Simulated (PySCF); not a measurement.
Gas-phase reaction: SiF3OH + 2 SiO(OH)2 → 3 SiO + 3 HF + 2 HO2

Energies from PySCF (xtb for GFN2), thermal terms from the rigid-rotor harmonic-oscillator model, ideal gas at 1 bar. † marks an energy on the PBE0/def2-TZVP geometry and frequencies; other levels use their own. MP2 and CCSD(T) freeze the core. 6-31G* has spherical d functions here. Open shells (unrestricted): HO2 (multiplicity 2); the rest are closed-shell singlets. GFN2 has no spin-polarisation term. B3LYP is the form with VWN-RPA correlation. SiF3OH, SiO(OH)2: computed as isolated molecules; such fragments, hydroxides, amides, oligomers or adducts are transient or little studied in the gas. MP2 isn't extrapolated to the basis-set limit. CCSD(T) isn't extrapolated to the basis-set limit. Warning, large T1 diagnostic: SiO (CCSD(T)/def2-SVP†).

| level | ΔH°(298 K), kJ |
|---|---|
| B3LYP/6-31G* | 1936 |
| B3LYP/def2-TZVP† | 1980 |
| CCSD(T)/def2-SVP† | … |
| GFN2-xTB | 2295 |
| HF/6-31G* | … |
| M06-2X/def2-TZVP† | … |
| MP2/def2-SVP† | … |
| MP2/def2-TZVPP† | 2173 |
| PBE0/def2-QZVP† | 2042 |

Task: Fill in the missing entries.

Result: 
- CCSD(T)/def2-SVP†, ΔH°(298 K), kJ: 1842
- HF/6-31G*, ΔH°(298 K), kJ: 1969
- M06-2X/def2-TZVP†, ΔH°(298 K), kJ: 2144
- MP2/def2-SVP†, ΔH°(298 K), kJ: 1984
